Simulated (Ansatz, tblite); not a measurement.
## Lattice parameter a of tetradymite Bi2Se3: levels of theory against measurement

Reference value: 4.143 Å (measured, temperature not stated, no zero-point or thermal correction; as tabulated in Luo et al. (2012), arXiv:1308.1523).

Task: What do GFN1-xTB, PBE, PBE-D3(BJ), r²SCAN+rVV10, HSE06 give, and how far is each from the reference?

Result: 
| level (code) | value (Å) | difference (%) |
|---|---|---|
| GFN1-xTB (tblite) | 4.028 | -2.78 |
| PBE (Ansatz) | 4.190 | +1.13 |
| PBE-D3(BJ) (Ansatz) | 4.143 | 0.00 |
| r²SCAN+rVV10 (Ansatz) | 4.144 | +0.02 |
| HSE06 (Ansatz) | 4.145 | +0.05 |

The reference's temperature isn't stated, so close values are not ranked against it. Off by more than 1.25 %, or 1.75 % on the side where a correction would as a rule narrow the miss (bounds picked here): GFN1-xTB (-2.78 %).

The reference isn't brought to a static lattice, while the calculations are for one, so the differences are not the levels' errors alone.  Density-functional levels without +SOC have no spin–orbit coupling. GFN1-xTB: the method was fitted mainly to molecules. GFN1-xTB: the run uses a supercell at the zone centre in place of a k mesh. PBE: for a layered or molecular solid the relaxed cell lies over 5 % above the published volume, where the minimum can be shallow. PBE, HSE06: the cell comes from a level without a dispersion term, which matters for the spacing of layers, chains or molecules. Cutoffs and k meshes differ between the levels. Ansatz's density-functional and Hartree–Fock values are scalar-relativistic unless marked +SOC, with PAW data made under PBE.

Differences are worked out from the printed values.

Ansatz is a quantum-chemistry and plane-wave program.
